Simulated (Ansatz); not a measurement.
# Relative stability

Two relaxed structures of CH2LiS, doublet (PBE0-D4/def2-TZVP; forces vanish, vibrations not checked).

A:

```xyz
5
angstrom
Li -1.7971 -1.4393 -0.1972
C -0.2967 -0.3387 0.2141
S 0.4220 0.7373 -0.9274
H 0.2315 -0.2837 1.1696
H 1.4402 1.3244 -0.2591
```

B:

```
5
angstrom
Li 0.4405 -0.1585 -1.6730
C 0.1210 0.0927 0.4374
S -1.3219 -0.2513 -0.4215
H 0.6086 -0.6906 1.0150
H 0.3309 1.1110 0.7598
```

Computed with Ansatz 0.2.0 (basis: def2-TZVPP); correlated methods freeze the cores; orbitals are unrestricted. The outer core shell of Li, Na, Mg and K is correlated. B3LYP uses VWN-RPA correlation.

Which structure is lower at CCSD(T), and by how much? (To be estimated.)

The calculation gives: B, by 1.611 eV (electronic energy, against the other). By their contacts, A is CH₂LiS ([Li][CH][SH]) and B is CH₂LiS ([Li]1[CH2][S]1).

All methods give the same order:

```tsv
method	E(B) − E(A) (eV)
PBE-D4	-1.614
r2SCAN-D4	-1.619
PBE0-D4	-1.636
B3LYP-D4	-1.608
wB97M-V	-1.614
HF	-1.548
MP2	-1.671
CCSD	-1.600
CCSD(T)	-1.611
```

The T1 diagnostic stays at or below 0.023. ⟨S²⟩ of the unrestricted Hartree–Fock references: 0.77 (a pure state has 0.75).

Labels in which every atom is bracketed show which atoms are joined, not bond orders.

For scale, one of the runs: CCSD(T)/def2-TZVPP, 120 basis functions, launched by `ansatz run in.yaml --threads 2 --pin off --events-out ev --progress --plain --max-ram 4352MiB`. The run took 15 s on 2 CPU threads of an Arm Neoverse V2 (shared host), with 1.1 GiB of host memory at its peak.
